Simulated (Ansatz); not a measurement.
A made-up structure of C2H5Si, doublet:

C1  (-0.544, 0.904, -0.305)
C2  (0.342, -0.252, -0.015)
Si3  (0.211, -1.456, 1.285)
H4  (-1.475, 0.873, 0.264)
H5  (-0.166, -0.879, 2.526)
H6  (-0.049, 1.862, -0.104)
H7  (1.317, -0.213, -0.510)
H8  (1.000, -2.635, 0.757)
(Å)

It is relaxed with PBE-D4/def2-SVP and then PBE0-D4/def2-TZVP (Ansatz 0.2.0). Atoms count as bonded within 1.22 times the sum of their covalent radii (H–H: 0.88 Å). The end point is not checked to be a true minimum.

**Question.** Does its bonding change? (Judge from chemistry; the calculation decides.)

**Answer.** By the calculation: No: no bond forms or breaks.

Where it ends: The first stage lowers the energy by 1.73 eV in 9 steps. It ends as C₂H₅Si ([CH2][CH][SiH2]):
```
atom    x (Å)    y (Å)    z (Å)
  C1  -0.3460   0.9741   0.0443
  C2   0.3728  -0.1512  -0.0448
 Si3   0.1032  -1.6311   1.0094
  H4  -1.1162   1.1024   0.7994
  H5  -0.6688  -1.3099   2.2396
  H6  -0.1891   1.8121  -0.6284
  H7   1.1235  -0.2191  -0.8309
  H8   1.3557  -2.3738   1.3091
```

Labels in which every atom is bracketed show which atoms are joined, not bond orders.

For scale, one of the runs: PBE0-D4/def2-TZVP relaxation, 129 basis functions, launched by `ansatz run in.yaml --threads 2 --pin off --events-out ev --progress --plain --max-ram 4352MiB`. The run took about 24 s on 2 CPU threads of an Arm Neoverse V2 (shared host).
